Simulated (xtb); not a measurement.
A geometry relaxed with xtb with GFN2-xTB, charge 0, multiplicity 1:

```xyz
6

H     -0.8574    -0.3400     0.9633
H     -0.8521     1.0067    -0.1980
C      0.9492     0.0021     0.0068
H     -0.8441    -0.6724    -0.7835
N      2.0917     0.0046     0.0150
C     -0.4873    -0.0011    -0.0035
```

Task: Write the SMILES of this molecule.

Result: `CC#N`
